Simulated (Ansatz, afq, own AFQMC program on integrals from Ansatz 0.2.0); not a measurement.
AFQMC on a folder of integrals that Ansatz 0.2.0 wrote.

```yaml
crystal:
  periodic: [false, false, false]
  atoms:
    - {symbol: N, position_ang: [0.000000, 0.000000, 0.000000]}
    - {symbol: H, position_ang: [1.024021, 0.013755, -0.000070]}
    - {symbol: H, position_ang: [-0.523923, 0.879946, -0.002762]}
    - {symbol: H, position_ang: [-0.500098, -0.893701, 0.002832]}
basis:
  gaussian: {orbitals: 6-31G}
total_charge: 1
magnetization: {spin_polarized: true, initial_magnetization: 1}
correlation: {method: ccsd_t, electrons: outside_noble_gas, hamiltonian_folder: ham}
```

```sh
$ ansatz run in.yaml --threads 1 --pin off --events-out ev --progress --plain --max-ram 1843MiB
```

afq runs on the folder ham with

```
--method phaseless --trial hf --walkers 160 --populations 1 --least-time 40 --time-step 0.02 --steps-per-block 50 --equilibration-blocks 10 --max-blocks 40 --target-error 0.00064 --factor-cut 1e-05 --start determinant --seed 5972 --taylor-order 4
```

Times are imaginary, in 1/Eh. The walk had a cap of 181 s.

Log:

```
orbitals 14  electrons 4 3  factors 85 of 228
reference energy -55.85888677 Eh
CCSD correlation -0.10317268 Eh in 8 cycles, weight of the determinant in the CISD state 0.9588
energy of the start -55.858887 Eh
 block  time / (1/Eh)  mean weight  energy / Eh
     1     1.000  1.0094  -55.950025
     2     2.000  1.0006  -55.960435
     3     3.000  1.0014  -55.956724
     4     4.000  1.0012  -55.971788
     5     5.000  1.0049  -55.956093
    10    10.000  0.9982  -55.955266
    14    14.000  0.9943  -55.942937
    15    15.000  1.0031  -55.981840
    20    20.000  0.9967  -55.988646
    25    25.000  1.0036  -55.984158
    30    30.000  0.9986  -55.972460
    34    34.000  1.0032  -55.992212
    35    35.000  1.0051  -55.967971
    40    40.000  1.0008  -55.954807
    45    45.000  1.0027  -55.956916
    50    50.000  0.9999  -55.953790
blocks merged  error / Eh  count
     1  0.001984  40
     2  0.001840  20
     4  0.002234  10
energy -55.965137 +/- 0.001984 Eh
(rows thinned)
```

The run failed at least one of its tests; the cautions name the faults.

Against this walk (error 54.0 meV) on the same determinant: CCSD(T) 61.0 meV higher (within the noise), CCSDT(Q) 52.5 meV higher (within the noise), CCSDTQ 52.2 meV higher (within the noise), full CI 52.1 meV higher (within the noise), a separate phaseless walk with a CISD trial and standard settings 52.6 ± 54.1 meV higher (within the noise). The error is statistical and leaves out the bias of the constraint.

Cautions: constraint bias not in the error; error not settled; error above the target (54.0 against 17.4 meV); the time-step error isn't removed.

The walk took 9 s on 1 thread of Arm Neoverse V1 (shared host). The log's last line is the phaseless energy.

CCSDT and higher add their correlation energy to the determinant of the CCSD(T) run, since their own runs factorise the integrals more tightly (a shift of under 2 meV). A walk keeps the symmetry of its determinant, which the program's search chose and which needn't be the lowest solution, so a lower state of the same spin and another symmetry isn't excluded.
